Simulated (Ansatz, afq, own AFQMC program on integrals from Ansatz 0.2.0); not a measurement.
Integrals from Ansatz 0.2.0, then the random walk in our own AFQMC program (afq).

```yaml
crystal:
  periodic: [false, false, false]
  atoms:
    - {symbol: Ge, position_ang: [-0.041267, 0.000000, 0.663336]}
    - {symbol: Al, position_ang: [0.020882, 0.000001, -1.824681]}
    - {symbol: H, position_ang: [0.750633, -1.065978, -0.342633]}
    - {symbol: H, position_ang: [0.750626, 1.065983, -0.342632]}
    - {symbol: H, position_ang: [0.913748, 0.000002, 1.725000]}
basis:
  gaussian: {orbitals: cc-pVDZ}
magnetization: {spin_polarized: false}
correlation: {method: ccsd_t, electrons: outside_noble_gas, hamiltonian_folder: ham}
```

```sh
$ ansatz run in.yaml --threads 1 --pin off --events-out ev --progress --plain --max-ram 1382MiB
```

afq runs on the folder ham with

```
--method free --trial cisd --walkers 200 --time-step 0.01 --max-blocks 30 --target-error 0.00076 --factor-cut 0.001 --seed 2295 --times 0.0,0.2,0.4,0.8,1.2 --taylor-order 6
```

Times are imaginary, in 1/Eh. The walk had a cap of 262 s. Filled inner d shells are frozen with the cores.

afq prints:

```
orbitals 41  electrons 5 5  factors 204 of 637
reference energy -2318.92913627 Eh
CCSD correlation -0.19867814 Eh in 11 cycles, weight of the determinant in the CISD state 0.8537
repeat  energy at the last time / Eh  error
    10  -2319.134300  0.000247
    20  -2319.134428  0.000297
    30  -2319.134363  0.000225
time / (1/Eh)  energy / Eh  error  mean overlap
  0.00  -2319.127632  0.000153  1.1701
  0.20  -2319.130400  0.000175  1.1647
  0.40  -2319.132032  0.000185  1.1647
  0.80  -2319.133879  0.000184  1.1590
  1.20  -2319.134363  0.000225  1.1715
energy -2319.134363 +/- 0.000225 Eh
```

The run passed its tests (error under three times the target), which doesn't prove that it has relaxed.

Against this walk (error 6.1 meV) on the same determinant: CCSD(T) 7.9 meV lower (within the noise), CCSDT(Q) 52.7 meV lower. The error is statistical, and a free projection of finite length keeps a remainder of its start. The projection is still falling at its last time (meV from the last point: 183 ± 4 at 0.00, 108 ± 5 at 0.20, 63 ± 5 at 0.40, 13 ± 5 at 0.80, 0 ± 6 at 1.20), so its energy is a cut-off value, and the gaps above aren't errors of the other methods.

Cautions: remainder of the start not in the error; no relativity below Rb; no spin-orbit coupling; inner d shell frozen; the coarse factor cut changes the integrals a little.

The walk took 79 s on 1 thread of Arm Neoverse V2 (shared host). The log's last line is the free-projection energy.

CCSDT and higher add their correlation energy to the determinant of the CCSD(T) run, since their own runs factorise the integrals more tightly (a shift of under 2 meV). A walk keeps the symmetry of its determinant, which the program's search chose and which needn't be the lowest solution, so a lower state of the same spin and another symmetry isn't excluded.
